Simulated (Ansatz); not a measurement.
Results of BLYP (PAW; Ansatz, an electronic-structure program) for hcp Hf.

Settings: plane-wave cutoff 520 eV, 18×18×12 k mesh (along the axes of the cell as run), Fermi–Dirac smearing 0.05 eV, scalar-relativistic PAW data made under PBE.

Cell (relaxed at this level):

```cif
data_Hf2
_chemical_formula_sum 'Hf2'
_space_group_name_H-M_alt 'P63/mmc'
_space_group_IT_number 194
_space_group_name_Hall '-P 6c 2c'
_cell_length_a 3.23258
_cell_length_b 3.23258
_cell_length_c 5.10907
_cell_angle_alpha 90.000
_cell_angle_beta 90.000
_cell_angle_gamma 120.000
loop_
_atom_site_label
_atom_site_type_symbol
_atom_site_symmetry_multiplicity
_atom_site_Wyckoff_symbol
_atom_site_fract_x
_atom_site_fract_y
_atom_site_fract_z
_atom_site_occupancy
Hf1 Hf 2 c 0.33333 0.66667 0.25000 1
```

Give the computed bulk modulus B0 and pressure derivative B′ of the bulk modulus.


bulk modulus B0: 102 GPa
pressure derivative B′ of the bulk modulus: 3.6

The run finds no gap.

Measured, for comparison: bulk modulus 110 GPa (zero-point energy and finite temperature contributions removed; as tabulated in doi:10.1021/acs.jctc.3c00612). Computed (rounded) less measured: bulk modulus -7 %.

Note: the bulk modulus comes from volumes at which shape and atoms were relaxed.

Spin–orbit coupling is not included.
